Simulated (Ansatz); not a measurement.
A nudged elastic band was laid between two geometries of BH4N + H2O (9 atoms, charge 0, multiplicity 1).

Level of theory: RKS PBE-D4/def2-SVP (Ansatz 0.2.0).

```json
{
  "movable images": "7",
  "climbing image": "yes",
  "spring": "5.0 eV/Å²",
  "optimiser": "quadratic models (default)",
  "start path": "through a guess of the saddle point",
  "force threshold": "0.05 eV/Å",
  "iteration limit": "60",
  "end points": "relaxed"
}
```

Image 0:

```xyz
9
Properties=species:S:1:pos:R:3
B 0.057 -0.251 0.311
N 0.077 -0.357 1.714
H -0.751 -0.566 2.274
H 0.939 -0.341 2.260
H 1.102 -0.117 -0.288
H -1.013 -0.370 -0.258
O -0.375 2.489 0.540
H -1.264 2.282 0.197
H -0.281 1.831 1.259
```

Image 8:

```xyz
9
Properties=species:S:1:pos:R:3
B -0.102 0.499 0.154
N 0.090 0.151 1.813
H -0.804 0.156 2.328
H 0.544 -0.762 1.959
H 1.067 0.377 -0.234
H -0.867 -0.401 -0.228
O -0.588 1.848 0.090
H -1.538 1.854 -0.108
H 0.689 0.877 2.234
```

Question: Which bonds break or form, and what moves?

Answer: Bonds broken: O7–H9. Bonds formed: B1–O7, N2–H9. BH4N + H2O becomes BH6NO.

Question: What energy profile does the band end with?

Answer: The run converged. The highest image is number 3 of 0 to 8, 0.210 eV above the first end and 0.777 eV above the last; the last end lies 0.567 eV below the first. A vibrational analysis at the climbing image gives one clearly imaginary mode, 900i cm⁻¹: a first-order saddle point. The orbitals stay closed-shell, which can raise the energy where a bond breaks towards radicals; this wasn't checked here.

```
image  path coordinate (Å)  energy (eV)  O7–H9 (Å)  B1–O7 (Å)  N2–H9 (Å)
    0                 0.00        0.000       0.98       2.78       2.26
    1                 0.43        0.037       0.98       2.33       2.15
    2                 0.85        0.102       1.01       1.84       1.86
    3                 1.28        0.210       1.17       1.64       1.40
    4                 1.75       -0.274       1.70       1.50       1.07
    5                 2.23       -0.507       2.24       1.44       1.03
    6                 2.70       -0.530       2.39       1.44       1.03
    7                 3.17       -0.554       2.51       1.44       1.03
    8                 3.65       -0.567       2.68       1.43       1.03
```

Question: What is the geometry of the highest image?

Answer: 
```xyz
9
Properties=species:S:1:pos:R:3:forces:R:3
B -0.035 0.219 0.251 0.00 0.01 0.00
N -0.006 0.053 1.810 0.02 -0.02 0.01
H -0.745 -0.517 2.233 -0.01 0.01 0.00
H 0.895 -0.205 2.227 0.00 0.00 0.00
H 1.037 0.010 -0.293 0.00 0.01 0.00
H -1.037 -0.267 -0.263 0.00 0.00 -0.01
O -0.236 1.837 0.406 0.01 -0.01 -0.01
H -1.146 2.076 0.150 -0.01 0.00 -0.01
H -0.237 1.393 1.488 0.00 0.00 0.00
```

Question: What are the harmonic wavenumbers there?

Answer: 900i, 341, 609, 625, 673, 708, 761, 813, 878, 979, 1073, 1146, 1162, 1482, 1518, 1873, 2445, 2533, 3456, 3545, 3717 cm⁻¹.

The band took 11 iterations and of the order of 2.2 core-minutes.

Time of the run: 2.2 min on 1 thread of Arm Neoverse V1, with other jobs on the host, peak memory 0.12 GiB.
